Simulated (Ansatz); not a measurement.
C3H4O (charge -1), SMILES C=C[CH][O-], a rigid scan of one bond length

Program: the Python package of Ansatz (0.2.0).

The cells in order, each with its output:

```python
import ansatz
import matplotlib.pyplot as plt
import numpy as np
```

```python
BASIS_SET = "def2-SVP"
FUNCTIONAL = "hf"
CHARGE = -1
```

```python
molecule = (
    ansatz.Crystal.molecule()
    .atom("C", (1.1223, -0.0727, -0.0481))
    .atom("C", (-0.0449, -0.2364, 0.5799))
    .atom("C", (-1.347, 0.0547, -0.0989))
    .atom("O", (-1.4412, 1.4147, -0.3965))
    .atom("H", (1.1596, 0.2848, -1.0728))
    .atom("H", (2.0514, -0.2985, 0.4651))
    .atom("H", (-0.0574, -0.6036, 1.6011))
    .atom("H", (-1.4427, -0.5432, -1.0299))
)

symbols = [site.symbol for site in molecule.cartesian_sites]
start = np.array([site.position_ang for site in molecule.cartesian_sites])
axis = (start[4] - start[0]) / np.linalg.norm(start[4] - start[0])
moving = [4]
lengths, energies = [0.956, 0.999, 1.042, 1.086, 1.129, 1.173, 1.216, 1.281], []
for length in lengths:
    xyz = start.copy()
    xyz[moving] += (length - np.linalg.norm(start[4] - start[0])) * axis
    point = ansatz.Crystal.molecule()
    for symbol, place in zip(symbols, xyz):
        point = point.atom(symbol, place.tolist())
    job = (
        point.calculation()
        .basis(gaussian=BASIS_SET)
        .functional(FUNCTIONAL)
        .charge(CHARGE)
        .spin("collinear", total=1)
    )
    report = job.run().report
    energies.append(report["free_energy_ev"])
    print(f"r = {length:6.3f} A  E = {energies[-1]:.5f} eV  <S^2> = {abs(report['mean_field']['state']['spin_squared']):.3f}")
```

    r =  0.956 A  E = -5183.72610 eV  <S^2> = 0.770
    r =  0.999 A  E = -5183.96359 eV  <S^2> = 0.771
    r =  1.042 A  E = -5184.08788 eV  <S^2> = 0.771
    r =  1.086 A  E = -5184.12260 eV  <S^2> = 0.771
    r =  1.129 A  E = -5184.08555 eV  <S^2> = 0.771
    r =  1.173 A  E = -5183.99100 eV  <S^2> = 0.771
    r =  1.216 A  E = -5183.85573 eV  <S^2> = 0.771
    r =  1.281 A  E = -5183.59212 eV  <S^2> = 0.772

```python
# quartic fit about the minimum
fit = np.polynomial.Polynomial.fit(lengths, np.array(energies) - min(energies), 4).convert()
roots = [r.real for r in fit.deriv().roots() if abs(r.imag) < 1e-9 and fit.deriv(2)(r.real) > 0]
r_e = min(roots, key=lambda r: abs(r - lengths[int(np.argmin(energies))]))
print(f"minimum of the fit at {r_e:.4f} A, force constant {fit.deriv(2)(r_e):.2f} eV/A^2")
plt.figure(figsize=(4.5, 3))
plt.plot(lengths, np.array(energies) - min(energies), "o-")
plt.xlabel("bond length (A)")
plt.ylabel("E - E(min) (eV)")
plt.tight_layout()
plt.savefig("scan.png", dpi=100)
```

    minimum of the fit at 1.0829 A, force constant 38.59 eV/A^2

Notes:
- Total energies depend on the basis set; only differences at equal settings carry meaning.
- The rest of the molecule is held rigid at a force-field or estimated start geometry, and the basis set is modest; single-reference methods fail as a bond breaks.
- The run takes the species as open-shell (spin multiplicity 2), which needn't be its ground state.
- Hartree-Fock leaves correlation out, so bond, atomisation and ionisation energies come out well too low.
- For an odd-electron ion, approximate functionals spread the charge over both fragments and lower the stretched end too much.
- Anions want diffuse functions, which this basis lacks.
- Finished in 23 s on 1 thread of Arm Neoverse V1, on a shared host, peak memory 0.25 GiB.
